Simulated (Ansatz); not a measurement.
# CH5Al (AlH2Me): levels of theory compared

We compute a comparison of 6 runs (HF/STO-3G, UHF/STO-3G, PBE/STO-3G, CCSDT/STO-3G, CCSD(T)/STO-3G, UCCSD(T)/STO-3G) of CH5Al (AlH2Me). 

The results are computed with Ansatz 0.2.0.

56 further runs of the same task are left out: 2 that didn't finish, 54 set aside as unsound or not needed.

**1. The molecule**

CH5Al: 7 atoms, total charge 0, spin state singlet. As SMILES, `[H][Al]([H])[CH3]`. The H3–Al1 distance was set to 3.879 Å, away from the relaxed value. At this shape a bond of the SMILES string is far longer than usual.

Bond lengths: Al1–C4 1.985 Å, Al1–H2 1.551 Å, C4–H5 1.097 Å, C4–H6 1.098 Å, C4–H7 1.098 Å. Angles: Al1–C4–H5 113.2°, Al1–C4–H6 112.2°, Al1–C4–H7 112.2°, H2–Al1–C4 123.8°, H5–C4–H6 106.1°, H5–C4–H7 105.9°, H6–C4–H7 106.7°.

**2. A single-point energy at HF/STO-3G (run 1)**

Contents of run.yaml:

```yaml
crystal:
  periodic: [false, false, false]
  atoms:
    - {symbol: Al, position_ang: [1.566205, -1.158435, 0.042129]}
    - {symbol: H, position_ang: [3.113575, -1.053685, 0.084439]}
    - {symbol: H, position_ang: [-0.157080, 2.315610, -0.032820]}
    - {symbol: C, position_ang: [0.577165, -2.878955, 0.042219]}
    - {symbol: H, position_ang: [0.455355, -3.308255, -0.960131]}
    - {symbol: H, position_ang: [-0.435275, -2.774705, 0.453799]}
    - {symbol: H, position_ang: [1.083855, -3.648055, 0.640169]}
basis:
  gaussian:
    orbitals: STO-3G
hamiltonian:
  xc: hf
accuracy: high
```

The run is started by

```bash
$ ansatz run run.yaml --threads 1 --pin off --max-ram 2610MiB --events-out events.jsonl --progress --plain --runs-dir runs
```

The program printed:

```text
Warning: RAYON_NUM_THREADS=1 ignored (pool sized by the plan → 1); use --threads N
Functional definition: HF
  name "HF"
  exchange = exact_x
  correlation = 0
325 factors; integrals over basis functions are off by at most 9.0e-9 eV
mean field evaluation 1: about -7587.2261 eV, gradient 1.4e1 eV
mean field evaluation 2: about -7587.2571 eV, gradient 1.4e1 eV
mean field evaluation 4: about -7588.2765 eV, gradient 8.8e0 eV
mean field evaluation 8: about -7589.7477 eV, gradient 7.9e0 eV
mean field evaluation 16: about -7590.8124 eV, gradient 7.2e-6 eV
mean field -7590.81235611 eV, -278.9572088497 hartree, gradient 3.5e-8 eV, S^2 0.000000; 0 other end points of the search recorded, 0 dependent functions left out
reference -7590.81235611 eV, -278.9572088497 hartree; 12, 12 occupied and 7, 7 virtual orbitals, 325 factors
Total energy: -7590.81235611 eV, -278.9572088497 hartree
```

Run time: 0.08 s. Hardware: 1 thread of Arm Neoverse V2, shared host.

**3. A single-point energy at UHF/STO-3G (run 2)**

Contents of input.yaml:

```yaml
crystal:
  periodic: [false, false, false]
  atoms:
    - {symbol: Al, position_ang: [1.566205, -1.158435, 0.042129]}
    - {symbol: H, position_ang: [3.113575, -1.053685, 0.084439]}
    - {symbol: H, position_ang: [-0.157080, 2.315610, -0.032820]}
    - {symbol: C, position_ang: [0.577165, -2.878955, 0.042219]}
    - {symbol: H, position_ang: [0.455355, -3.308255, -0.960131]}
    - {symbol: H, position_ang: [-0.435275, -2.774705, 0.453799]}
    - {symbol: H, position_ang: [1.083855, -3.648055, 0.640169]}
basis:
  gaussian:
    orbitals: STO-3G
magnetization:
  spin_polarized: true
hamiltonian:
  xc: hf
accuracy: high
```

The run is started by

```bash
$ ansatz run input.yaml --threads 1 --pin off --max-ram 2610MiB --events-out events.jsonl --progress --plain --runs-dir runs
```

The program printed:

```text
Warning: RAYON_NUM_THREADS=1 ignored (pool sized by the plan → 1); use --threads N
Functional definition: HF
  name "HF"
  exchange = exact_x
  correlation = 0
325 factors; integrals over basis functions are off by at most 9.0e-9 eV
mean field evaluation 1: about -7587.2261 eV, gradient 9.9e0 eV
mean field evaluation 2: about -7587.2571 eV, gradient 9.9e0 eV
mean field evaluation 4: about -7588.2765 eV, gradient 6.2e0 eV
mean field evaluation 8: about -7589.7477 eV, gradient 5.6e0 eV
mean field evaluation 16: about -7595.8435 eV, gradient 1.6e0 eV
mean field evaluation 32: about -7595.8817 eV, gradient 3.7e-7 eV
mean field -7595.88165508 eV, -279.1435021508 hartree, gradient 4.6e-8 eV, S^2 1.002174; 1 other end points of the search recorded, 0 dependent functions left out
reference -7595.88165508 eV, -279.1435021508 hartree; 12, 12 occupied and 7, 7 virtual orbitals, 325 factors
Total energy: -7595.88165508 eV, -279.1435021508 hartree
```

Run time: 0.14 s. Hardware: 1 thread of Arm Neoverse V2, shared host.

Runs 3 to 4 aren't shown in full; the table further down has their settings and results.

**4. The energy at CCSD(T)/STO-3G (run 5)**

Contents of molecule.yaml:

```yaml
basis:
  gaussian:
    orbitals: STO-3G
crystal:
  periodic: [false, false, false]
  atoms:
    - symbol: Al
      position_ang: [1.566205, -1.158435, 0.042129]
    - symbol: H
      position_ang: [3.113575, -1.053685, 0.084439]
    - symbol: H
      position_ang: [-0.157080, 2.315610, -0.032820]
    - symbol: C
      position_ang: [0.577165, -2.878955, 0.042219]
    - symbol: H
      position_ang: [0.455355, -3.308255, -0.960131]
    - symbol: H
      position_ang: [-0.435275, -2.774705, 0.453799]
    - symbol: H
      position_ang: [1.083855, -3.648055, 0.640169]
scf:
  omitted_lower_state_checks: [cluster_reference, increment]
correlation:
  method: ccsd_t
  frozen_orbitals: {Al: 5, C: 1, H: 0}
accuracy: high
```

The run is started by

```bash
$ ansatz run molecule.yaml --threads 1 --pin off --max-ram 2610MiB --events-out events.jsonl --progress --plain --runs-dir runs
```

The program printed:

```text
Warning: RAYON_NUM_THREADS=1 ignored (pool sized by the plan → 1); use --threads N
[... 12 lines left out ...]
6 core orbitals not correlated: weight in the atoms' cores, before any rotation towards them, 0.999 or more for the frozen orbitals, at most 0.000 for the correlated occupied ones
[... 33 lines left out ...]
WARN: these amplitudes may be one of several solutions (largest doubles amplitude 0.99, level shift 11.59 eV)
Total energy: -7598.87841712 eV, -279.2536311242 hartree
Checks for a lower state left out: cluster_reference, increment
```

Run time: 0.14 s. Hardware: 1 thread of Arm Neoverse V2, shared host.

**5. A single-point energy at UCCSD(T)/STO-3G (run 6)**

Contents of molecule.yaml:

```yaml
crystal:
  periodic: [false, false, false]
  atoms:
    - {symbol: Al, position_ang: [1.566205, -1.158435, 0.042129]}
    - {symbol: H, position_ang: [3.113575, -1.053685, 0.084439]}
    - {symbol: H, position_ang: [-0.157080, 2.315610, -0.032820]}
    - {symbol: C, position_ang: [0.577165, -2.878955, 0.042219]}
    - {symbol: H, position_ang: [0.455355, -3.308255, -0.960131]}
    - {symbol: H, position_ang: [-0.435275, -2.774705, 0.453799]}
    - {symbol: H, position_ang: [1.083855, -3.648055, 0.640169]}
basis:
  gaussian:
    orbitals: STO-3G
magnetization:
  spin_polarized: true
correlation:
  method: ccsd_t
  frozen_orbitals: {Al: 5, C: 1, H: 0}
accuracy: high
scf:
  omitted_lower_state_checks: [cluster_reference, increment]
```

The run is started by

```bash
$ ansatz run molecule.yaml --threads 1 --pin off --max-ram 2610MiB --events-out events.jsonl --progress --plain --runs-dir runs
```

The program printed:

```text
Warning: RAYON_NUM_THREADS=1 ignored (pool sized by the plan → 1); use --threads N
[... 14 lines left out ...]
6 core orbitals not correlated: weight in the atoms' cores, before any rotation towards them, 0.999 or more for the frozen orbitals, at most 0.000 for the correlated occupied ones
[... 38 lines left out ...]
Total energy: -7598.66892029 eV, -279.2459322579 hartree
Checks for a lower state left out: cluster_reference, increment
```

Wall time 0.28 s (1 thread of Arm Neoverse V2, shared host).

**6. All runs side by side**

```
run            level  frozen core orbitals  energy (Eh)  wall time
  1        HF/STO-3G                     –  -278.957209     0.08 s
  2       UHF/STO-3G                     –  -279.143502     0.14 s
  3       PBE/STO-3G                     –  -279.664619      1.1 s
  4     CCSDT/STO-3G                     6  -279.246331     0.26 s
  5   CCSD(T)/STO-3G                     6  -279.253631     0.14 s
  6  UCCSD(T)/STO-3G                     6  -279.245932     0.28 s
```

**7. Outcome**

| quantity | value |
| --- | --- |
| run 6: total energy | -279.24593 Eh |
| run 6: correlation energy (6 core orbitals frozen) | -102.4 mEh |
| run 6: (T) correction | -0.74 mEh |
| run 6: ⟨S²⟩ of the reference determinant | 1.002 |
| run 6: T1 diagnostic | 0.008 |

What this shows: Below the UHF energy at the same shape and in the same basis (STO-3G): CCSDT -102.8 mEh; CCSD(T) -110.1 mEh; UCCSD(T) -102.4 mEh. Some of these start from another determinant than that one, so these aren't their correlation energies. In run 5 the T1 diagnostic is large, so a single reference may not serve. In runs 4, 5 the log says that unrestricted orbitals would lower the reference, so the values rest on an unstable closed-shell determinant (other closed-shell runs at this shape may share the fault). In runs 1, 2, 3, 4, 5, 6 the basis is minimal, so the values are rough. Spin contamination of the reference: run 2 ⟨S²⟩ = 1.00, run 6 ⟨S²⟩ = 1.00. Where it is this large, the reference is a mixture of spin states, and values that rest on it are in doubt. All runs together took 2 s, the longest 1.1 s.
